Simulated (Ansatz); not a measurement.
Coupled-cluster diagnostics for MgMe(OH) (CH4MgO), Ansatz.

Geometry of the singlet (PBE0-D4/def2-TZVP):

Cartesian coordinates in Å:
```
Mg -0.5853 0.2731 0.3136
C 1.1082 -0.5092 -0.5908
H 0.8566 -1.3192 -1.2821
H 1.8066 -0.9163 0.1465
H 1.6470 0.2514 -1.1637
O -2.0251 0.9404 1.0836
H -2.8081 1.2798 1.4930
```

Correlated methods freeze 3 core orbitals; core or outer-core shells of Mg are correlated, in sets that lack core-valence functions.

Q: Estimate the CCSD(T) correlation energy, the shares of MP2 and (T), T1 and the reference's ⟨S²⟩ for: charge 0, singlet, own geometry in def2-TZVPP; charge 0, singlet, own geometry in def2-TZVPD; charge 1, doublet, vertical in def2-TZVPP; charge -1, doublet, vertical in def2-TZVPD; and the rough time on 4 threads of Arm Neoverse V2 on a shared host.

A: 
```tsv
state	basis	correlation (eV)	MP2 share (%)	(T) share (%)	T1	⟨S²⟩ (pure)	wall time	remarks
charge 0, singlet, own geometry	def2-TZVPP	-18.384	94.0	2.7	0.010	0.00 (0.00)	14 s	–
charge 0, singlet, own geometry	def2-TZVPD	-18.278	93.8	2.8	0.011	0.00 (0.00)	14 s	–
charge 1, doublet, vertical	def2-TZVPP	-17.113	93.4	2.4	0.011	0.76 (0.75)	59 s	–
charge -1, doublet, vertical	def2-TZVPD	-18.718	93.5	3.0	0.018	0.75 (0.75)	70 s	HOMO above zero
```
Customary marks for T1 are 0.02 (closed shells), 0.045 (open shells) and about 0.05 (3d metals). T1 stays under 0.02 throughout.
